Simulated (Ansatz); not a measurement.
For HgI (I4/mmm, No. 139), LDA (PAW; Ansatz, an electronic-structure program) gives:

* **lattice constant a**: 4.694 Å
* **lattice parameter c**: 11.575 Å

Problem. What does HSE06 (Ansatz, PAW) give for the same quantities?

Solution. 
- lattice constant a: 5.239 Å (rises by 12 %)
- lattice parameter c: 11.737 Å (increases by 1.4 %)

Changes are worked out from the printed values.

Unless a cell is named, each level is at its own relaxed cell (LDA 31.88, HSE06 40.27 Å³/atom).

Levels without +SOC leave out spin–orbit coupling, which shifts energies and cells of such heavy elements.

Ansatz's density-functional and Hartree–Fock values are scalar-relativistic unless marked +SOC, with PAW data made under PBE.
